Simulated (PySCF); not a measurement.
**Splitting trees**

Geometry:
```csv
atom,x (Å),y (Å),z (Å)
O1,-0.885,-0.854,-0.001
C2,-0.089,0.005,-0.006
F3,1.230,-0.239,-0.007
H4,-0.246,1.092,-0.009
```

- couplings computed with B3LYP/pcJ-1
- GFN2-xTB geometry
- shieldings: GIAO PBE0/pcSseg-1
- code: PySCF 2.14.0 with density-fitted response routines
- non-relativistic Hamiltonian, isolated molecule, a single conformation

Referencing at the same level of theory: TMS for ¹H (31.72 ppm); ¹⁹F (170.95 ppm) vs CFCl3.

Spectrometer: 500 MHz for ¹H. First-order analysis; couplings under 1 Hz (under 4 Hz in carbon signals) are ignored, and nearly equal couplings are merged; the smaller ones broaden or split the lines further.

**Question.** What pattern does H4 show (¹H)?

**Answer.** A doublet at δ 7.90: 190.8 Hz to F3 (1 × ¹⁹F, 2 bonds away). Lines in Hz from the centre (relative intensity): +95.4 (1), -95.4 (1). The outer lines are 190.8 Hz apart, the sum of the couplings kept, or 0.382 ppm at this field.

**Question.** What pattern does F3 show (¹⁹F)?

**Answer.** A doublet at δ 61.1: 190.8 Hz to H4 (1 × ¹H, 2 bonds away). Lines in Hz from the centre (relative intensity): +95.4 (1), -95.4 (1). The outer lines are 190.8 Hz apart, the sum of the couplings kept, or 0.406 ppm at this field.
